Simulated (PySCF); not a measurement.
Adding and removing an electron: LiS

PBE0; PySCF, no relativity, basis sets Li 6-311G(d,p), S 6-311G(d,p). Neutral (UKS): doublet (π ↑), Re = 2.153 Å, ωe = 575 cm⁻¹, De = 3.12 eV, HOMO -5.58 eV, LUMO -3.00 eV.

LiS⁺ (UKS): triplet (π ↑↑), Re = 2.467 Å, ωe = 348 cm⁻¹, De = 0.82 eV to Li⁺ + S. The energies at the minima are -405.55276 hartree for LiS and -405.26369 for LiS⁺.

Task: Work out the adiabatic ionisation energy, without and with harmonic zero-point energies (1 hartree = 27.2114 eV, 1 eV = 8065.5 cm⁻¹), and the change of the bond length.

Result: At PBE0: 0.28907 hartree = 7.866 eV between the minima; the zero-point term (348.0 − 575.0)/2 cm⁻¹ = -0.014 eV makes it 7.852 eV. Re changes by +31.4 pm against the neutral. The electron leaves a π orbital; in so polar a molecule the change of length follows mostly from the change of the ionic charges.

For an ion De counts to the pair picked by the measured ionisation energies or electron affinities, which need not be the lowest pair at this level. States were picked by a PBE0 search and need not be the measured ground states.
